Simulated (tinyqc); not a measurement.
CIS on RHF in the sto-6g basis, for LiH, spin multiplicity 1, step by step. One step of it, computed by the program tinyqc.

Question. CIS matrix, triplets. A(ia,jb) = (e_a - e_i) d_ij d_ab - (ij|ab).

orbital energies (hartree): MO1 -2.395793, MO2 -0.262774, MO3 0.075242, MO4 0.161609, MO5 0.161609, MO6 0.471965

Two-electron integrals over orbitals (pq|rs), unique and non-zero (hartree):
```
(11|11) 1.664998    (21|11) -0.102041   (21|21) 0.011224    (22|11) 0.338850
(22|21) 0.004331    (22|22) 0.472360    (31|11) -0.143421   (31|21) 0.011067
(31|22) -0.013048   (31|31) 0.023136    (32|11) 0.020937    (32|21) -0.002827
(32|22) -0.051627   (32|31) -0.000343   (32|32) 0.015195    (33|11) 0.398231
(33|21) -0.009779   (33|22) 0.216056    (33|31) 0.001229    (33|32) 0.010604
(33|33) 0.335708    (41|41) 0.010046    (42|41) 0.007166    (42|42) 0.021684
(43|41) 0.010303    (43|42) 0.019400    (43|43) 0.041540    (44|11) 0.396963
(44|21) -0.003597   (44|22) 0.257317    (44|31) -0.004768   (44|32) 0.008966
(44|33) 0.281733    (44|44) 0.313125    (51|51) 0.010046    (52|51) 0.007166
(52|52) 0.021684    (53|51) 0.010303    (53|52) 0.019400    (53|53) 0.041540
(54|54) 0.016875    (55|11) 0.396963    (55|21) -0.003597   (55|22) 0.257317
(55|31) -0.004768   (55|32) 0.008966    (55|33) 0.281733    (55|44) 0.279374
(55|55) 0.313125    (61|11) 0.070352    (61|21) -0.010066   (61|22) -0.007583
(61|31) -0.004836   (61|32) 0.002401    (61|33) 0.011781    (61|44) 0.001226
(61|55) 0.001226    (61|61) 0.011337    (62|11) -0.066875   (62|21) 0.002712
(62|22) 0.117567    (62|31) 0.002989    (62|32) -0.037327   (62|33) -0.018574
(62|44) -0.028062   (62|55) -0.028062   (62|61) 0.000118    (62|62) 0.128611
(63|11) 0.016409    (63|21) -0.002411   (63|22) -0.052278   (63|31) 0.004396
(63|32) 0.011361    (63|33) 0.035815    (63|44) 0.004210    (63|55) 0.004210
(63|61) 0.004135    (63|62) -0.033478   (63|63) 0.026575    (64|41) -0.006191
(64|42) -0.019213   (64|43) -0.013318   (64|64) 0.020045    (65|51) -0.006191
(65|52) -0.019213   (65|53) -0.013318   (65|65) 0.020045    (66|11) 0.361910
(66|21) 0.001745    (66|22) 0.443105    (66|31) -0.011161   (66|32) -0.044363
(66|33) 0.239332    (66|44) 0.264718    (66|55) 0.264718    (66|61) -0.004500
(66|62) 0.117071    (66|63) -0.043891   (66|66) 0.441635
```

Give: CIS matrix A, triplet.

Answer.

CIS matrix A, triplet (hartree), order 1>3, 1>4, 1>5, 1>6, 2>3, 2>4, 2>5, 2>6:
$$\begin{pmatrix}
2.0728 & 0.0000 & 0.0000 & -0.0164 & 0.0098 & 0.0000 & 0.0000 & 0.0024 \\
0.0000 & 2.1604 & 0.0000 & 0.0000 & 0.0000 & 0.0036 & 0.0000 & 0.0000 \\
0.0000 & 0.0000 & 2.1604 & 0.0000 & 0.0000 & 0.0000 & 0.0036 & 0.0000 \\
-0.0164 & 0.0000 & 0.0000 & 2.5058 & 0.0024 & 0.0000 & 0.0000 & -0.0017 \\
0.0098 & 0.0000 & 0.0000 & 0.0024 & 0.1220 & 0.0000 & 0.0000 & 0.0523 \\
0.0000 & 0.0036 & 0.0000 & 0.0000 & 0.0000 & 0.1671 & 0.0000 & 0.0000 \\
0.0000 & 0.0000 & 0.0036 & 0.0000 & 0.0000 & 0.0000 & 0.1671 & 0.0000 \\
0.0024 & 0.0000 & 0.0000 & -0.0017 & 0.0523 & 0.0000 & 0.0000 & 0.2916
\end{pmatrix}$$
